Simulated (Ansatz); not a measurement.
# Other spins and charges of CH₄⁺, doublet at one geometry

Geometry (PBE0/def2-TZVP stationary point for this spin, not checked as a minimum):

```yaml
atoms:
  - { symbol: C, position_ang: [0.0000, 0.0000, 0.0000] }
  - { symbol: H, position_ang: [0.3646, 0.7500, 0.7480] }
  - { symbol: H, position_ang: [-0.3742, -0.7450, 0.7482] }
  - { symbol: H, position_ang: [-0.3622, 0.7462, -0.7529] }
  - { symbol: H, position_ang: [0.3718, -0.7512, -0.7433] }
```

Basis cc-pVDZ; Ansatz 0.2.0. Only valence electrons are correlated (noble-gas cores frozen). R marks a restricted (for open shells ROHF) determinant, U an unrestricted one. Active spaces: valence = (7e, 8o) chosen from the atoms' valence shells.

Gaps are energies of the second state less the first, at fixed atoms, for a selection of the levels run; each method lands on the state that its own search finds for that charge and spin.

For open shells CISD is restricted-active-space CI with the open shells as a complete middle space.

Quartet less doublet: 11.174 eV at UCCSDT(Q).

```
                   level  gap (eV)  error (meV)
                     RHF    10.492         -682
                     UHF    10.513         -661
                    RMP2    11.202           28
                    UMP2    11.189           15
                    CISD    11.093          -81
                   RCCSD    11.166           -8
                   UCCSD    11.166           -8
                RCCSD(T)    11.177            3
                UCCSD(T)    11.176            2
                 BCCD(T)    11.177            3
                  RCCSDT    11.173           -1
                  UCCSDT    11.173           -1
               RCCSDT(Q)    11.174            0
  CASSCF (valence space)    11.124          -50
  NEVPT2 (valence space)    11.153          -21
  MRCISD (valence space)    11.190           16
MRCISD+Q (valence space)    11.191           17
                     PBE    11.031         -143
                  r2SCAN    11.066         -108
                    PBE0    11.090          -84
                   B3LYP    11.171           -3
                 wB97M-V    11.299          125
                  B2PLYP    11.206           32
                 RPA-PBE    11.166           -8
```

In so small a basis the reference is far from its limit while semilocal and hybrid functionals are nearer theirs (RPA and double hybrids share much of the reference's basis error), so the functionals' errors here hold much of the reference's basis and frozen-core error, which can add to them or hide them.

Full CI isn't at hand for all of this; UCCSDT(Q) serves as the reference, and is uncertain by about the last step of the cluster series. The frozen core follows each run's orbitals, which can shift R against U totals by a few meV.
